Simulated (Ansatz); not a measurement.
A made-up structure of NaBHF, closed shell:

F1  (-0.261, 1.005, -1.023)
B2  (-0.250, 0.112, -0.024)
Na3  (-0.044, 2.920, -2.203)
H4  (-1.350, 0.040, 0.510)
(Å)

It is relaxed with PBE-D4/def2-SVP and then PBE0-D4/def2-TZVP (Ansatz 0.2.0). Atoms count as bonded within 1.22 times the sum of their covalent radii (H–H: 0.88 Å). The end point is not checked to be a true minimum.

Does its bonding change? (Judge from chemistry; the calculation decides.)

By the calculation: Yes. Formed: B2–Na3; broken: F1–Na3.

Where it ends: The first stage lowers the energy by 1.46 eV in 15 steps. It ends as NaBHF ([F][BH][Na]):
```xyz
4
angstrom
F -1.7131 0.4736 -1.2283
B -0.6087 0.8173 -0.5531
Na 0.9051 2.6433 -1.4202
H -0.4884 0.1425 0.4626
```

Labels in which every atom is bracketed show which atoms are joined, not bond orders.

For scale, one of the runs: PBE0-D4/def2-TZVP relaxation, 100 basis functions, launched by `ansatz run in.yaml --threads 2 --pin off --events-out ev --progress --plain --max-ram 4352MiB`. Hardware: 2 CPU threads of an Arm Neoverse V1, shared host. Wall time about 9 s.
